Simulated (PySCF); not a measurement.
Compound: H3PO4.
Bonds: O1–P2 (double), P2–O3, P2–O4, P2–O5. Hydrogens: H6 on O3; H7 on O4; H8 on O5.

Level: wB97X-D/pcSseg-2 in PySCF, non-relativistic, on one gas-phase PBE0-D3(BJ)/def2-TZVP geometry that isn't relaxed in the solvent. The solvent is an IEF-PCM continuum (van der Waals radii × 1.2). Specific hydrogen bonds and non-electrostatic terms are outside this model.

Gas phase at wB97X-D/pcSseg-2: HOMO -10.78 eV, LUMO 1.59 eV, dipole 3.32 D.

Question: What does the continuum do to the energy, the frontier levels and the dipole at wB97X-D/pcSseg-2 in chloroform?

Answer: 
| solvent | ε | E(solvent) − E(gas) (kJ/mol) | polarisation term (kJ/mol) | distortion of the solute (kJ/mol) | HOMO (eV) | LUMO (eV) | dipole (D) |
| --- | --- | --- | --- | --- | --- | --- | --- |
| chloroform | 4.711 | -47.39 | -51.67 | 4.28 | -10.96 | 2.01 | 3.90 |

The first energy column is the sum of the next two and covers electrostatics alone.

Question: Which radius a makes the point-dipole formula ΔE = −[(ε − 1)/(2ε + 1)]·μ²/a³ give the value in chloroform, with the gas-phase dipole?

Answer: μ = 1.307 au and |ΔE| = 0.01805 Eh give a = 1.71 Å; the farthest nucleus lies 2.09 Å from the centroid of the nuclei, so such a sphere wouldn't even hold the nuclei. The formula assumes a rigid point dipole at the centre of a sphere.

Shape of the structure used: `[O:1]=[P:2]([OH:3])([OH:4])[OH:5]`: H–O3–P2–O1 46°, H–O4–P2–O1 24°, H–O5–P2–O1 -179°.

Note: wB97X-D ran without an empirical dispersion term, which enters the total energy and its gradient alone.
